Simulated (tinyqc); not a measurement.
CIS on RHF in the sto-3g basis, frozen core, for OH-, spin multiplicity 1, step by step. The basis has no diffuse functions, so it cannot describe the extra electron: this is an exercise in the method, not the real anion. One step of it, computed by the program tinyqc.

Task: CIS matrix, triplets. A(ia,jb) = (e_a - e_i) d_ij d_ab - (ij|ab).

orbital energies (hartree): MO1 -19.357176, MO2 -0.606428, MO3 0.074755, MO4 0.259761, MO5 0.259761, MO6 1.313103

Two-electron integrals over orbitals (pq|rs), unique and non-zero (hartree); the lowest 1 orbital is frozen and left out:
```
p,q,r,s,(pq|rs)
2,2,2,2,0.729293
3,2,2,2,0.002980
3,2,3,2,0.149638
3,3,2,2,0.655549
3,3,3,2,0.047236
3,3,3,3,0.692463
4,2,4,2,0.141946
4,3,4,2,0.055992
4,3,4,3,0.053359
4,4,2,2,0.741854
4,4,3,2,0.096423
4,4,3,3,0.669534
4,4,4,4,0.880159
5,2,5,2,0.141946
5,3,5,2,0.055992
5,3,5,3,0.053359
5,4,5,4,0.047444
5,5,2,2,0.741854
5,5,3,2,0.096423
5,5,3,3,0.669534
5,5,4,4,0.785270
5,5,5,5,0.880159
6,2,2,2,-0.116871
6,2,3,2,0.007259
6,2,3,3,-0.021149
6,2,4,4,-0.130029
6,2,5,5,-0.130029
6,2,6,2,0.110438
6,3,2,2,0.075224
6,3,3,2,0.114778
6,3,3,3,0.081722
6,3,4,4,0.137190
6,3,5,5,0.137190
6,3,6,2,-0.048014
6,3,6,3,0.146352
6,4,4,2,-0.046087
6,4,4,3,0.003896
6,4,6,4,0.039086
6,5,5,2,-0.046087
6,5,5,3,0.003896
6,5,6,5,0.039086
6,6,2,2,0.691517
6,6,3,2,-0.044360
6,6,3,3,0.648737
6,6,4,4,0.664873
6,6,5,5,0.664873
6,6,6,2,-0.088006
6,6,6,3,0.027186
6,6,6,6,0.727451
```

Give: CIS matrix A, triplet.

Result:

CIS matrix A, triplet (hartree), lower triangle:
```
,2>6,3>6,4>6,5>6
2>6,1.2280
3>6,0.0444,0.5896
4>6,0.0000,0.0000,0.3885
5>6,0.0000,0.0000,0.0000,0.3885
```
